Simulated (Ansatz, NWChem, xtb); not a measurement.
# BCl (SMILES [B]Cl): methods side by side

BCl: 2 atoms, total charge 0, spin state singlet. SMILES: `[B]Cl`. The shape is that of a GFN2-xTB optimisation.

| atom | x (Å) | y (Å) | z (Å) |
| --- | --- | --- | --- |
| B | 0.0000 | 0.0000 | 0.0000 |
| Cl | 0.0000 | 0.0000 | 1.5785 |

Quantity: the vertical electron affinity (to the doublet anion), in eV. The values are calculated.

The electron affinity is E(neutral) − E(anion): positive where the electron is bound.

| level | kind | program | value (eV) |
| --- | --- | --- | --- |
| GFN1-xTB | semi-empirical | xtb | 2.83 |
| HF/STO-3G | Hartree–Fock | Ansatz | -6.45 |
| SVWN5/STO-3G | LDA | Ansatz | -6.24 |
| SVWN-RPA/6-311+G** | LDA | NWChem | 0.09 |
| BLYP/STO-3G | GGA | Ansatz | ? |
| PBE/STO-3G | GGA | Ansatz | ? |
| revPBE/STO-3G | GGA | Ansatz | -6.19 |
| r2SCAN/STO-3G | meta-GGA | Ansatz | -6.00 |
| B3LYP/STO-3G | global hybrid | Ansatz | -6.00 |
| BHLYP/STO-3G | global hybrid | Ansatz | -5.96 |

Estimate what the levels marked ? give.

As computed at these levels: BLYP/STO-3G: -6.31 eV; PBE/STO-3G: -6.17 eV. The values span -6.45 to 2.83 eV. The xTB values lack the empirical shift that such differences need. Spin contamination of the reference (⟨S²⟩ at least 0.1 too high) touches HF/STO-3G, r2SCAN/STO-3G. Negative values mean that the anion is unbound at that level; they are set by how diffuse the basis is and aren't properties of the molecule.
